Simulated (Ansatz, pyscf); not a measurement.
CH₄ + HC≡N → H₃C–CH=NH, an addition across a multiple bond or ene-type step on the singlet surface: C–H broken, C–C, H–N formed. Optimised with ωB97X-D3(BJ)/def2-SVP in PySCF. Wave-function energies: Ansatz (an electronic-structure program), frozen core, RHF or UHF references. In kcal/mol, from the separated reactants.

| level | barrier | reaction energy |
|---|---|---|
| PBE/def2-TZVP | 80.84 | -10.54 |
| ωB97M-D3(BJ)/def2-TZVP | 94.96 | -7.50 |
| CCSD(T)/cc-pV(D+d)Z | 96.06 | -3.01 |
| CCSDT(Q)/cc-pV(D+d)Z | (withheld) | (withheld) |
| CCSD(T)/cc-pV(T+d)Z | 93.62 | -4.73 |
| CCSD(T)/cc-pV(Q+d)Z | (withheld) | -5.65 |

Q: Complete the blanks.

A: 
- CCSDT(Q)/cc-pV(D+d)Z, barrier: 95.33
- CCSDT(Q)/cc-pV(D+d)Z, reaction energy: -2.79
- CCSD(T)/cc-pV(Q+d)Z, barrier: 92.88

In cc-pV(D+d)Z, going from CCSD(T) to CCSDT(Q) shifts the barrier by -0.73 and the reaction energy by +0.21 kcal/mol. With HF in the quadruple-zeta basis and the correlation energy extrapolated as X⁻³ from X = 3, 4, CCSD(T) gives 92.61 and -6.12; adding the double-zeta shift gives ΔE‡ = 91.88 and ΔE = -5.91 kcal/mol, without core correlation, relativity or geometry relaxation at these levels. On the product side the descent ends in a point that may be a rotor saddle (no frequency run), 1.38 kcal/mol over the lowest minimum found and 105.42 kcal/mol under the saddle at ωB97X-D3(BJ)/def2-TZVP. At ωB97X-D3(BJ)/def2-TZVP the barrier from the zero used here is 97.21 kcal/mol. One saddle was located; it need not be the lowest between these sides.
